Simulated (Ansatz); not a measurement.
1T (CdI2-type) PtS₂, treated with LDA in Ansatz (PAW).

Numerical settings: plane-wave cutoff 520 eV, 12×12×8 k mesh (along the axes of the cell as run), Fermi–Dirac smearing 0.01 eV, scalar-relativistic PAW data made under PBE.

Starting structure:

```yaml
crystal:
  lattice:
    - [3.54000, 0.00000, 0.00000]
    - [-1.77000, 3.06573, 0.00000]
    - [0.00000, 0.00000, 5.04000]
  atoms:
    - { symbol: Pt, position: [0.00000, 0.00000, 0.00000] }
    - { symbol: S, position: [0.33333, 0.66667, 0.23000] }
    - { symbol: S, position: [0.66667, 0.33333, 0.77000] }
```

Problem. Into what structure does the relaxation of cell and atoms lead at this level, with the symmetry of the start kept?

Solution. The volume shrinks by 8.9 %; final space group P-3m1.
```yaml
crystal:
  lattice:
    - [3.56171, 0.00000, 0.00000]
    - [-1.78085, 3.08453, 0.00000]
    - [0.00000, 0.00000, 4.53350]
  atoms:
    - { symbol: Pt, position: [0.00000, 0.00000, 0.00000] }
    - { symbol: S, position: [0.33333, 0.66667, 0.26191] }
    - { symbol: S, position: [0.66667, 0.33333, 0.73809] }
```

Note: the solid has no gap at this level, which affects its response.

Ansatz is a program for electronic structure.
